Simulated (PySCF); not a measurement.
SF4.
Cartesian coordinates in Å at the PBE0-D3(BJ)/def2-SVP level; atoms count from 1:
```
atom  x, y, z in Å
F1    -0.382   -1.188    0.498
S2     0.143   -0.023   -0.433
F3     0.059    1.217    0.544
F4     1.655   -0.312    0.180
F5    -1.440    0.273   -0.830
```

Jobs on this species (5 atoms, 52 electrons) with PySCF (density fitting). Hardware of each: one thread of an Arm Neoverse V1 (shared host). Other jobs ran on the host; a repeat could differ by tens of per cent or more. Peak memory is the resident size of the whole Python process, interpreter and libraries included.

```
                                                                 level and settings                                                          work  basis functions  SCF cycles  wall time  peak memory
                                                 PBE0-D3(BJ)/def2-SVP, grid level 1  geometry optimisation from a GFN2-xTB start shaken at random               74           ?          ?            ?
    delta-SCF UKS PBE0, pcX-2 on the ionised atom, pcseg-1 elsewhere, spin-free X2C                                 ΔSCF core ionisation, 4 holes              116           ?          ?            ?
delta-SCF UKS SCAN, def2-TZVP on the ionised atom, pcseg-1 elsewhere, spin-free X2C                                 ΔSCF core ionisation, 4 holes               93           ?          ?            ?
 delta-SCF UKS SCAN, pcX-2 on the ionised atom, pcseg-1 elsewhere, non-relativistic                                 ΔSCF core ionisation, 4 holes              116          67      8.0 s     0.46 GiB
   delta-SCF UKS B3LYP, pcX-2 on the ionised atom, pcseg-1 elsewhere, spin-free X2C                                 ΔSCF core ionisation, 4 holes              116          57      9.7 s     0.41 GiB
     delta-SCF UKS PBE, pcX-2 on the ionised atom, pcseg-1 elsewhere, spin-free X2C                                 ΔSCF core ionisation, 4 holes              116          64      6.1 s     0.41 GiB
 delta-SCF UKS SCAN, cc-pCVTZ on the ionised atom, pcseg-1 elsewhere, spin-free X2C                                 ΔSCF core ionisation, 4 holes              115          66      9.5 s     0.46 GiB
    delta-SCF UKS TPSS, pcX-2 on the ionised atom, pcseg-1 elsewhere, spin-free X2C                                 ΔSCF core ionisation, 4 holes              116          64      9.3 s     0.41 GiB
  delta-SCF UKS r2SCAN, pcX-2 on the ionised atom, pcseg-1 elsewhere, spin-free X2C                                 ΔSCF core ionisation, 4 holes              116          62      7.8 s     0.34 GiB
```

Fill in the missing figures.

- PBE0-D3(BJ)/def2-SVP, grid level 1; geometry optimisation from a GFN2-xTB start shaken at random: 12 s, 0.32 GiB, 58 SCF cycles
- delta-SCF UKS PBE0, pcX-2 on the ionised atom, pcseg-1 elsewhere, spin-free X2C; ΔSCF core ionisation, 4 holes: 10 s, 0.41 GiB, 57 SCF cycles
- delta-SCF UKS SCAN, def2-TZVP on the ionised atom, pcseg-1 elsewhere, spin-free X2C; ΔSCF core ionisation, 4 holes: 7.9 s, 0.46 GiB, 65 SCF cycles

What do all jobs in the table cost together?

About 80 s; the longest takes about 15 % of that, and about 2 times as long as the shortest.
